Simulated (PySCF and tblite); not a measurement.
Results of a calculation; reference values are marked as such.
System: dimethyl-n-propylamine, C₅H₁₃N, numbered as in [CH3:1][CH2:2][CH2:3][N:4]([CH3:5])[CH3:6].

Geometries: GFN2-xTB; energies: PBE0/pcSseg-1 + D3(BJ), IEF-PCM chloroform; zero-point and thermal terms from GFN2-xTB harmonic modes (soft modes blended into free rotors). Rates follow Eyring's equation with the number of equivalent paths and no tunnelling. Run with tblite and PySCF.

Problem. How high is the barrier to the pyramidal inversion at N4, through which structure does it pass, and what rate follows at 298 K?

Solution. The electronic barrier is 6.2 kcal/mol and ΔG‡(298 K) 5.0 kcal/mol, over a C1 saddle with an imaginary mode of 250i cm⁻¹ (GFN2-xTB). With 1 equivalent path, k is 1.5×10⁹ s⁻¹, a mean lifetime of the start of 680 ps against this motion. The end lies 3.4 kcal/mol above the start in free energy.
